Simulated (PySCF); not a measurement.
Gas-phase reaction: 6 SiH2 + C3H7 (i-propyl) ⇌ 3 Si2H5 + C3H4 (allene)

Computed with PySCF and rigid-rotor harmonic-oscillator thermochemistry at 1 bar. † marks an energy on the PBE0/def2-TZVP geometry and frequencies; other levels use their own. MP2 freezes the core. 6-31G* has spherical d functions here. Open shells (unrestricted): C3H7 (i-propyl) (multiplicity 2), Si2H5 (multiplicity 2); the rest are closed-shell singlets. B3LYP is the form with VWN-RPA correlation. Si2H5: computed as isolated molecules; such fragments, hydroxides, amides, oligomers or adducts are transient or little studied in the gas. MP2 isn't extrapolated to the basis-set limit; its ΔH°(298 K) is -853.6 kJ in def2-SVP and -886.7 kJ in def2-TZVPP. The harmonic model lacks anharmonicity and excited electronic states, which grow with temperature; levels with a mode under 35 cm⁻¹ are left out. Internal rotation in C3H7 (i-propyl), Si2H5 is treated as a harmonic vibration of one conformer, which makes the entropy rough.

| level | ΔE electronic, kJ | ΔH°(298 K), kJ | ΔS°(298 K), J/K | ΔG°(800 K), kJ |
|---|---|---|---|---|
| B3LYP/6-31G* | -812 | -787 | -420 | -459 |
| B3LYP/def2-TZVP† | -830 | -807 | -420 | -478 |
| HF/6-31G* | -781 | -755 | -425 | -420 |
| HF/def2-TZVP† | -831 | -808 | -420 | -479 |
| MP2/def2-SVP† | -877 | -854 | -420 | -525 |
| MP2/def2-TZVPP† | -910 | -887 | -420 | -558 |
| PBE/def2-SVP | -912 | -889 | -415 | -565 |
| PBE0/def2-TZVP | -930 | -906 | -420 | -578 |
| r2SCAN/def2-TZVP† | -1001 | -978 | -420 | -649 |
| LDA/def2-TZVP† | -1001 | -978 | -420 | -649 |
| ωB97X-V/def2-TZVP† | -890 | -867 | -420 | -539 |
ΔH° is lowest at r2SCAN/def2-TZVP† and highest at HF/6-31G*. No reference value is set beside these.
